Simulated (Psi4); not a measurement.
Process, species as SMILES: C#CC → C1=CC1
B3LYP-D3(BJ)/def2-TZVP geometries, fixed; electronic energies without zero-point terms.
Largest species:
```xyz
7

C     -0.0011    -0.0004     0.2181
C     -0.0068    -0.0029     1.4176
C      0.0060     0.0025    -1.2360
H     -0.0119    -0.0051     2.4795
H      0.0152     1.0232    -1.6237
H      0.8874    -0.5130    -1.6226
H     -0.8790    -0.5002    -1.6311
```
Charge 0, spin multiplicity 1.

Basis-set convergence of the isomerisation energy at PBE with Psi4. Cartesian d functions, on some or all atoms, in 6-31G*; all else is spherical. Density fitting with the program's default auxiliary sets. No added dispersion term, no relativity. Functions are those of the species that has most. Reference: the value in def2-QZVPP, 19.30 kcal/mol, itself unsure by roughly 0.08 kcal/mol (its distance from cc-pVQZ). Deviations are taken from unrounded values. Cost is core time over that of STO-3G, rough, on shared machines of one kind.

| basis | functions | isomerisation energy (kcal/mol) | minus reference (kcal/mol) | cost |
|---|---|---|---|---|
| STO-3G | 19 | 18.77 | -0.53 | 1× |
| 3-21G | 35 | 27.72 | 8.42 | 1× |
| 6-31G | 35 | 24.06 | 4.76 | 1× |
| 6-31G* | 53 | 17.05 | -2.25 | 1× |
| cc-pVDZ | 62 | 17.48 | -1.82 | 2× |
| def2-SVP | 62 | 16.58 | -2.72 | 1× |
| 6-311G** | 78 | 19.16 | -0.14 | 2× |
| 6-311+G** | 90 | 19.52 | 0.22 | 2× |
| def2-SVPD | 92 | 16.63 | -2.67 | 2× |
| def2-TZVP | 117 | 19.22 | -0.08 | 2× |
| 6-311++G(2d,2p) | 121 | 19.87 | 0.57 | 2× |
| def2-TZVPPD | 179 | 19.23 | -0.07 | 3× |
| cc-pVQZ | 285 | 19.22 | -0.08 | 5× |
